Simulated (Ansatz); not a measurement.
**AlH (SMILES [AlH]) at RPA@PBE/def2-TZVPPD**

What is the vertical ionisation energy of AlH at RPA@PBE/def2-TZVPPD? 

The results are computed with Ansatz 0.2.0.

33 further runs of the same task are left out: 33 set aside as unsound or not needed.

## Step 1: Starting point

The species is AlH (2 atoms), meant as a singlet with charge 0. SMILES: `[AlH]`. The coordinates come from a PBE0-D4/def2-TZVP relaxation.

Bond lengths: Al1–H2 1.665 Å.

## Step 2: A single-point energy at RPA@PBE/def2-TZVPPD

job.yaml

```yaml
crystal:
  periodic: [false, false, false]
  atoms:
    - {symbol: Al, position_ang: [-0.000000, 0.000000, -0.025640]}
    - {symbol: H, position_ang: [0.000000, -0.000000, 1.639110]}
basis:
  gaussian:
    orbitals: def2-TZVPPD.json
hamiltonian:
  xc: pbe
correlation:
  method: rpa
  frozen_orbitals: {Al: 5, H: 0}
accuracy: high
```

The basis set def2-TZVPPD is read from a file made from the Basis Set Exchange's data (not shown).

Started as:

```
ansatz run job.yaml --threads 1 --pin off --max-ram 3480MiB --events-out events.jsonl --progress --plain --runs-dir runs
```

The log of the run:

```text
Warning: RAYON_NUM_THREADS=1 ignored (pool sized by the plan → 1); use --threads N
Functional definition: PBE
  name "PBE"
  parameter kappa = 0.804
  parameter beta = 0.06672455060314922
  exchange = pbe_x(kappa = kappa, mu = beta*pi^2/3)
  correlation = pbe_c(beta = beta)
816 factors; integrals over basis functions are off by at most 3.6e-9 eV
mean field evaluation 1: about -6607.2044 eV, gradient 1.3e1 eV
mean field evaluation 2: about -6607.2036 eV, gradient 1.3e1 eV
mean field evaluation 4: about -6607.9460 eV, gradient 1.6e0 eV
mean field evaluation 8: about -6607.9579 eV, gradient 7.5e-2 eV
mean field evaluation 16: about -6607.9579 eV, gradient 1.0e-6 eV
mean field -6607.95788947 eV, -242.8379734032 hartree, gradient 2.0e-8 eV, S^2 0.000000; 0 other end points of the search recorded, 0 dependent functions left out
5 core orbitals not correlated: weight in the atoms' cores, before any rotation towards them, 1.000 or more for the frozen orbitals, at most 0.000 for the correlated occupied ones
reference -6597.32574965 eV, -242.4472494715 hartree; 2, 2 occupied and 58, 58 virtual orbitals, 816 factors
Total energy: -6601.47393825 eV, -242.5996925909 hartree
```

Wall time 1.5 s (1 thread of Arm Neoverse V2, shared host); peak memory 0.15 GiB.

## Step 3: The doublet cation

molecule.yaml

```yaml
crystal:
  periodic: [false, false, false]
  atoms:
    - symbol: Al
      position_ang: [-0.000000, 0.000000, -0.025640]
    - symbol: H
      position_ang: [0.000000, -0.000000, 1.639110]
basis:
  gaussian: {orbitals: def2-TZVPPD.json}
total_charge: 1
magnetization: {spin_polarized: true, initial_magnetization: 1}
hamiltonian: {xc: pbe}
correlation: {method: rpa, frozen_orbitals: {Al: 5, H: 0}}
accuracy: high
```

The basis set def2-TZVPPD is read from a file made from the Basis Set Exchange's data (not shown).

Started as:

```
ansatz run molecule.yaml --threads 1 --pin off --max-ram 3480MiB --events-out events.jsonl --progress --plain --runs-dir runs
```

The log of the run, cut to the lines that bear on the results:

```text
Warning: RAYON_NUM_THREADS=1 ignored (pool sized by the plan → 1); use --threads N
[... 6 set-up lines as earlier in the session ...]
816 factors; integrals over basis functions are off by at most 3.6e-9 eV
mean field evaluation 1: about -6598.1483 eV, gradient 1.3e1 eV
mean field evaluation 2: about -6598.1470 eV, gradient 1.3e1 eV
mean field evaluation 4: about -6599.8157 eV, gradient 1.5e0 eV
mean field evaluation 8: about -6599.8273 eV, gradient 2.4e-2 eV
mean field evaluation 16: about -6599.8273 eV, gradient 6.1e-7 eV
mean field -6599.82729939 eV, -242.5391797291 hartree, gradient 7.9e-8 eV, S^2 0.756458; 0 other end points of the search recorded, 0 dependent functions left out
5 core orbitals not correlated: weight in the atoms' cores, before any rotation towards them, 1.000 or more for the frozen orbitals, at most 0.000 for the correlated occupied ones
reference -6590.03490601 eV, -242.1793159098 hartree; 2, 1 occupied and 58, 59 virtual orbitals, 816 factors
Total energy: -6592.92287518 eV, -242.2854468192 hartree
```

It took 2 s on 1 thread of Arm Neoverse V2, shared host; peak memory 0.16 GiB.

## Step 4: Summary of results

At RPA@PBE/def2-TZVPPD, 5 core orbitals frozen:

| quantity | value |
| --- | --- |
| singlet AlH: total energy | -242.59969 Eh |
| singlet AlH: RPA correlation energy (valence) | -152.4 mEh |
| doublet cation: total energy | -242.28545 Eh |
| doublet cation: RPA correlation energy (valence) | -106.1 mEh |
| doublet cation: ⟨S²⟩ of the reference determinant | 0.756 |
| vertical ionisation energy (to the doublet cation) | 8.551 eV |

What this shows: Removing an electron at fixed nuclei costs 8.55 eV (825 kJ/mol).
